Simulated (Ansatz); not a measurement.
Molecule: C₂H₂O₂, net charge 0, singlet state. 
Coordinates optimised at B3LYP-D3(BJ)/def2-TZVP (Ansatz, a quantum-chemistry and plane-wave program):
```xyz
6

C      0.0079     0.7617    -0.0144
C     -0.0079    -0.7617     0.0144
O      1.0376     1.3794    -0.0260
H     -0.9919     1.2360    -0.0234
O     -1.0376    -1.3794     0.0260
H      0.9919    -1.2360     0.0234
```

Basis-set convergence of Hartree-Fock and CCSD correlation energies (hartree) with Ansatz. Correlated levels leave the core frozen unless marked. No spin-orbit coupling. No relativistic terms.

The Hartree-Fock reference is unstable (checked in the largest basis), which strains HF and MP2. 

| basis | functions | E(HF) | E(corr, CCSD) |
|---|---|---|---|
| aug-cc-pVDZ | 110 | -226.62680 | -0.66236 |
| aug-cc-pVTZ | 230 | … | … |

**Question.** What belongs in the gaps?

**Answer.** 
- aug-cc-pVTZ, E(HF): -226.68031
- aug-cc-pVTZ, E(corr, CCSD): -0.78782
